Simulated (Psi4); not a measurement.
Psi4 input (wB97X-D/6-31G*):

```
memory 1500 MB

molecule {
0 2
C    -0.00717952   -0.17649498    1.18877778
N     0.04667122    0.63032333    0.00383616
C    -0.01782633   -0.16122431   -1.19083315
H     0.82239004   -0.89994531    1.21610482
H     0.04344444    0.44786648    2.08044412
H    -0.93390440   -0.76995637    1.22479698
H     0.81142397   -0.88421671   -1.23486430
H     0.02485300    0.47453211   -2.07483039
H    -0.94487047   -0.75422777   -1.22617215
symmetry c1
no_reorient
no_com
}

set {
  basis 6-31G*
  reference uks
  scf_type pk
  dft_radial_points 99
  dft_spherical_points 590
  e_convergence 1e-8
  d_convergence 1e-7
  maxiter 150
}

e = energy('wb97x-d')
print_out(f'\nFINAL {e:.10f} DIPOLE {variable("CURRENT DIPOLE")[0]:.6f} {variable("CURRENT DIPOLE")[1]:.6f} {variable("CURRENT DIPOLE")[2]:.6f}\n')
```

Output:

```
   => Loading Basis Set <=

    Name: 6-31G*
    Role: ORBITAL
    Keyword: BASIS
    atoms 1, 3 entry C          line   111 file 6-31gs.gbs
    atoms 2    entry N          line   128 file 6-31gs.gbs
    atoms 4-9  entry H          line    44 file 6-31gs.gbs

   => WB97X-D: Empirical Dispersion <=

    Chai and Head-Gordon Dispersion Correction
    Chai, J.-D.; Head-Gordon, M. (2010), J. Chem. Phys., 132: 6615-6620

        s6 =       1.000000

         ---------------------------------------------------------
                                   SCF
               by Justin Turney, Rob Parrish, Andy Simmonett
                          and Daniel G. A. Smith
                              UKS Reference
         ---------------------------------------------------------

  ==> Geometry <==

    Molecular point group: c1
    Full point group: C1

    Geometry (in Angstrom), charge = 0, multiplicity = 2:

       Center              X                  Y                   Z               Mass
    ------------   -----------------  -----------------  -----------------  -----------------
         C           -0.007179520000    -0.176494980000     1.188777780000    12.000000000000
         N            0.046671220000     0.630323330000     0.003836160000    14.003074004430
         C           -0.017826330000    -0.161224310000    -1.190833150000    12.000000000000
         H            0.822390040000    -0.899945310000     1.216104820000     1.007825032230
         H            0.043444440000     0.447866480000     2.080444120000     1.007825032230
         H           -0.933904400000    -0.769956370000     1.224796980000     1.007825032230
         H            0.811423970000    -0.884216710000    -1.234864300000     1.007825032230
         H            0.024853000000     0.474532110000    -2.074830390000     1.007825032230
         H           -0.944870470000    -0.754227770000    -1.226172150000     1.007825032230

  Running in c1 symmetry.

  Rotational constants: A =      1.33662  B =      0.32507  C =      0.28955 [cm^-1]
  Rotational constants: A =  40070.72475  B =   9745.24265  C =   8680.56497 [MHz]
  Nuclear repulsion =   76.932174527541221

  Charge       = 0
  Multiplicity = 2
  Electrons    = 25
  Nalpha       = 13
  Nbeta        = 12

  ==> Algorithm <==

  SCF Algorithm Type is PK.
  DIIS enabled.
  MOM disabled.
  Fractional occupation disabled.
  Guess Type is SAD.
  Energy threshold   = 1.00e-08
  Density threshold  = 1.00e-07
  Integral threshold = 1.00e-12

  ==> Primary Basis <==

  Basis Set: 6-31G*
    Blend: 6-31G*
    Number of shells: 30
    Number of basis functions: 57
    Number of Cartesian functions: 57
    Spherical Harmonics?: false
    Max angular momentum: 2

  ==> DFT Potential <==

   => LibXC <=

    Version 7.1.2
    S. Lehtola, C. Steigemann, M. J. T. Oliveira, and M. A. L. Marques,  SoftwareX 7, 1–5 (2018) (10.1016/j.softx.2017.11.002)

   => Composite Functional: WB97X-D <=

    wB97X-D Hyb-GGA Exchange-Correlation Functional

    J.-D. Chai and M. Head-Gordon,  Phys. Chem. Chem. Phys. 10, 6615–6620 (2008) (10.1039/B810189B)

    Deriv               =              1
    GGA                 =           TRUE
    Meta                =          FALSE

    Exchange Hybrid     =           TRUE
    MP2 Hybrid          =          FALSE

   => Exchange-Correlation Functionals <=

    1.0000   wB97X-D range-separated functional

   => Exact (HF) Exchange <=

    0.7780            HF,LR [omega = 0.2000]
    0.2220               HF

   => LibXC Density Thresholds  <==

    XC_HYB_GGA_XC_WB97X_D:  1.00E-14

   => Molecular Quadrature <=

    Radial Scheme          =       TREUTLER
    Pruning Scheme         =           NONE
    Nuclear Scheme         =       TREUTLER

    Blocking Scheme        =         OCTREE
    BS radius alpha        =              1
    Pruning alpha          =              1
    Radial Points          =             99
    Spherical Points       =            590
    Total Points           =         495352
    Total Blocks           =           3504
    Max Points             =            256
    Max Functions          =             57
    Weights Tolerance      =       1.00E-15

  ==> Integral Setup <==

  Using in-core PK algorithm.
   Calculation information:
      Number of atoms:                   9
      Number of AO shells:              30
      Number of primitives:             69
      Number of atomic orbitals:        57
      Number of basis functions:        57

      Integral cutoff                 1.00e-12
      Number of threads:                 1

  Performing in-core PK
  Using 4101093 doubles for integral storage.
  We computed 107511 shell quartets total.
  Whereas there are 108345 unique shell quartets.

  Computing range-separated integrals for PK
  We computed 107511 wK shell quartets total.
  Whereas there are 108345 wK unique shell quartets.

  ==> DiskJK: Disk-Based J/K Matrices <==

    J tasked:                  Yes
    K tasked:                  Yes
    wK tasked:                 Yes
    Omega:               2.000E-01
    Schwarz Cutoff:          1E-12


  Cached 100.0% of DFT collocation blocks in 0.750 [GiB].

  Minimum eigenvalue in the overlap matrix is 7.5772487762E-03.
  Reciprocal condition number of the overlap matrix is 1.1496737002E-03.
    Using symmetric orthogonalization.

  ==> Pre-Iterations <==

  SCF Guess: Superposition of Atomic Densities via on-the-fly atomic UHF (no occupation information).

   -------------------------
    Irrep   Nso     Nmo
   -------------------------
     A         57      57
   -------------------------
    Total      57      57
   -------------------------

  ==> Iterations <==

                        Total Energy        Delta E     RMS |[F,P]|

   @UKS iter SAD:  -133.73878014842265   -1.33739e+02   0.00000e+00
   @UKS iter   1:  -134.33246572508480   -5.93686e-01   8.22781e-03 DIIS/ADIIS
   @UKS iter   2:  -134.39956890927215   -6.71032e-02   6.24988e-03 DIIS/ADIIS
   @UKS iter   3:  -134.45981603464938   -6.02471e-02   7.02017e-04 DIIS/ADIIS
   @UKS iter   4:  -134.46085545763546   -1.03942e-03   3.86641e-04 DIIS/ADIIS
   @UKS iter   5:  -134.46118764754053   -3.32190e-04   9.31627e-05 DIIS
   @UKS iter   6:  -134.46122378703120   -3.61395e-05   2.35907e-05 DIIS
   @UKS iter   7:  -134.46122708284310   -3.29581e-06   4.74291e-06 DIIS
   @UKS iter   8:  -134.46122719106035   -1.08217e-07   1.20951e-06 DIIS
   @UKS iter   9:  -134.46122719900885   -7.94850e-09   3.36526e-07 DIIS
   @UKS iter  10:  -134.46122719963583   -6.26983e-10   6.28668e-08 DIIS
  Energy and wave function converged.

  ==> Post-Iterations <==

   Electrons on quadrature grid:
      Nalpha   =   12.9999992877 ; deviation = -7.123e-07
      Nbeta    =   11.9999990840 ; deviation = -9.160e-07
      Ntotal   =   24.9999983717 ; deviation = -1.628e-06

   @Spin Contamination Metric:   3.975501931E-03
   @S^2 Expected:                7.500000000E-01
   @S^2 Observed:                7.539755019E-01
   @S   Expected:                5.000000000E-01
   @S   Observed:                5.000000000E-01

    Orbital Energies [Eh]
    ---------------------

    Alpha Occupied:

       1A    -14.458140     2A    -10.312987     3A    -10.312975
       4A     -1.004539     5A     -0.805457     6A     -0.699252
       7A     -0.555020     8A     -0.539950     9A     -0.530900
      10A     -0.479557    11A     -0.451351    12A     -0.344980
      13A     -0.322187

    Alpha Virtual:

      14A      0.177244    15A      0.235661    16A      0.236197
      17A      0.245109    18A      0.259402    19A      0.265125
      20A      0.277573    21A      0.352347    22A      0.615207
      23A      0.632628    24A      0.654541    25A      0.660128
      26A      0.665918    27A      0.830614    28A      0.835995
      29A      0.893688    30A      0.926449    31A      0.939811
      32A      0.947873    33A      0.982385    34A      1.020941
      35A      1.033685    36A      1.071727    37A      1.073962
      38A      1.406024    39A      1.505341    40A      1.532861
      41A      1.538872    42A      1.619226    43A      1.904392
      44A      2.103490    45A      2.126980    46A      2.140480
      47A      2.209105    48A      2.279917    49A      2.322856
      50A      2.323060    51A      2.539782    52A      2.557642
      53A      2.719540    54A      2.860595    55A      3.866111
      56A      4.324253    57A      4.377964

    Beta Occupied:

       1A    -14.442482     2A    -10.313760     3A    -10.313748
       4A     -0.969543     5A     -0.801786     6A     -0.678304
       7A     -0.536253     8A     -0.526456     9A     -0.520016
      10A     -0.471441    11A     -0.448178    12A     -0.322778

    Beta Virtual:

      13A      0.006263    14A      0.177993    15A      0.236607
      16A      0.237179    17A      0.257085    18A      0.269156
      19A      0.272573    20A      0.277477    21A      0.360324
      22A      0.616804    23A      0.633864    24A      0.663554
      25A      0.667366    26A      0.676808    27A      0.837687
      28A      0.843705    29A      0.922189    30A      0.932541
      31A      0.949291    32A      0.981236    33A      0.986838
      34A      1.022434    35A      1.039425    36A      1.074237
      37A      1.078266    38A      1.414847    39A      1.507263
      40A      1.556818    41A      1.567642    42A      1.637844
      43A      1.903968    44A      2.131965    45A      2.133515
      46A      2.159775    47A      2.217142    48A      2.286814
      49A      2.322649    50A      2.354255    51A      2.562791
      52A      2.584210    53A      2.734226    54A      2.870376
      55A      3.903452    56A      4.323203    57A      4.379504

    Final Occupation by Irrep:
              A
    DOCC [    12 ]
    SOCC [     1 ]
    NA   [    13 ]
    NB   [    12 ]

  @UKS Final Energy:  -134.46122719963583

   => Energetics <=

    Nuclear Repulsion Energy =             76.9321745275412212
    One-Electron Energy =                -332.4506436178037347
    Two-Electron Energy =                 134.6339345701836123
    DFT Exchange-Correlation Energy =     -13.5744360061852518
    Empirical Dispersion Energy =          -0.0022566733716966
    VV10 Nonlocal Energy =                  0.0000000000000000
    Total Energy =                       -134.4612271996358288

  UHF NO Occupations:
  HONO-2 :   11  A 1.9995067
  HONO-1 :   12  A 1.9991141
  HONO-0 :   13  A 1.0000000
  LUNO+0 :   14  A 0.0008859
  LUNO+1 :   15  A 0.0004933
  LUNO+2 :   16  A 0.0003021
  LUNO+3 :   17  A 0.0001592

Computation Completed

Properties will be evaluated at   0.000000,   0.000000,   0.000000 [a0]

Properties computed using the SCF density matrix

 Multipole Moments:

 ------------------------------------------------------------------------------------
     Multipole            Electronic (a.u.)      Nuclear  (a.u.)        Total (a.u.)
 ------------------------------------------------------------------------------------

 L = 1.  Multiply by 2.5417464519 to convert [e a0] to [Debye]
 Dipole X            :         -0.0532351            0.0000000           -0.0532351
 Dipole Y            :         -0.7189726           -0.0000000           -0.7189726
 Dipole Z            :         -0.0043756           -0.0000000           -0.0043757
 Magnitude           :                                                    0.7209541

 ------------------------------------------------------------------------------------

FINAL -134.4612271996 DIPOLE -0.053235 -0.718973 -0.004376

*** Psi4 exiting successfully. Buy a developer a beer!
```
